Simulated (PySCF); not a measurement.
# Basis-set dependence of excited states

Species: BH2F.
InChI=1S/BFH2/c1-2/h1H2

TDDFT with PBE0 (PySCF), vertical singlets, core orbitals frozen in the response, spherical d and f functions. Isolated species at its PBE0-D3(BJ)/def2-SVP geometry, gas phase.

```tsv
basis	functions	diffuse	S1 (eV)	S2 (eV)	S3 (eV)	S4 (eV)	S5 (eV)	LUMO (eV)	α (au)
6-31G*	32	no	6.24	10.05	10.37	11.11	11.33	-0.65	12.8
def2-SVP	38	no	6.09	9.87	10.30	10.48	11.02	-1.00	13.3
6-31+G*	40	yes	6.09	8.72	9.09	9.62	9.89	-1.20	14.4
def2-SVPD	59	yes	6.02	8.89	9.81	9.95	10.33	-1.23	16.9
aug-cc-pVDZ	64	yes	5.98	8.52	8.85	9.27	9.56	-1.28	17.0
def2-TZVP	74	no	6.05	9.36	9.81	10.13	10.28	-1.16	15.6
def2-TZVPD	95	yes	6.02	8.59	9.27	9.77	10.27	-1.22	17.2
aug-cc-pVTZ	138	yes	6.01	8.47	8.82	9.20	9.47	-1.26	17.2
```

Q: How much do these states and the polarisability depend on the basis?

A: States are compared by their number. Against the largest diffuse basis here (aug-cc-pVTZ, itself not a converged limit), sets without diffuse functions differ by up to 0.23 eV in S1 and 1.86 eV in S5; the smaller diffuse sets differ by up to 0.08 and 0.85 eV. State by state, the largest deviation of a set without diffuse functions is S1 0.23, S2 1.57, S3 1.55, S4 1.91, S5 1.86 eV. The same number needn't mean the same state in each row. Against aug-cc-pVTZ the polarisability deviates by -26% in 6-31G*, -23% in def2-SVP, -16% in 6-31+G*, -2% in def2-SVPD, -1% in aug-cc-pVDZ, -9% in def2-TZVP, 0% in def2-TZVPD. A single + in a Pople set puts diffuse functions on heavy atoms only.
